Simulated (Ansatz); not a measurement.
Si2H2⁻. Total charge -1; doublet. Geometry r2SCAN-D4/def2-TZVPD.

```tsv
atom	x (Å)	y (Å)	z (Å)
Si1	-0.368	-0.679	-0.774
Si2	0.368	0.679	0.773
H3	0.636	-0.646	-1.927
H4	-0.636	0.646	1.927
```

B3LYP takes the VWN-RPA correlation. At PBE-D4/def2-SVPD, r2SCAN-D4/def2-TZVPD the highest occupied level of the charge -1 doublet lies above zero (up to 0.66 eV). By energy differences its removal costs 2.10 eV (vertical, to the charge 0 triplet, at PBE0-D4/def2-TZVPD). The structure comes from a short search, and lower isomers may exist.

(1) Estimate the α-spin orbital energies around the gap (eV) in Ansatz with PBE-D4/def2-SVPD, r2SCAN-D4/def2-TZVPD, B3LYP-D4/def2-TZVPD, PBE0-D4/def2-TZVPD, CAM-B3LYP-D4/def2-TZVPD.

## Answers

(1) 
```tsv
orbital	PBE-D4/def2-SVPD	r2SCAN-D4/def2-TZVPD	B3LYP-D4/def2-TZVPD	PBE0-D4/def2-TZVPD	CAM-B3LYP-D4/def2-TZVPD
HOMO−5	-7.50	-8.27	-9.15	-9.54	-11.24
HOMO−4	-5.33	-5.99	-6.75	-7.08	-8.59
HOMO−3	-1.99	-2.49	-3.17	-3.38	-4.68
HOMO−2	-1.20	-1.68	-2.25	-2.51	-3.76
HOMO−1	0.55	0.16	-0.23	-0.50	-1.57
HOMO	0.63	0.18	-0.19	-0.42	-1.38
LUMO	2.89	2.73	3.20	3.27	4.24
LUMO+1	4.38	4.32	3.89	4.01	4.57
LUMO+2	4.38	4.50	4.29	4.46	5.10
LUMO+3	5.22	5.15	5.37	5.51	6.23
LUMO+4	5.55	5.53	5.41	5.56	6.50
LUMO+5	6.35	6.06	5.74	5.89	6.61
β HOMO	0.66	0.24	-0.11	-0.33	-1.30
β LUMO	1.57	1.60	1.84	2.10	2.93
```
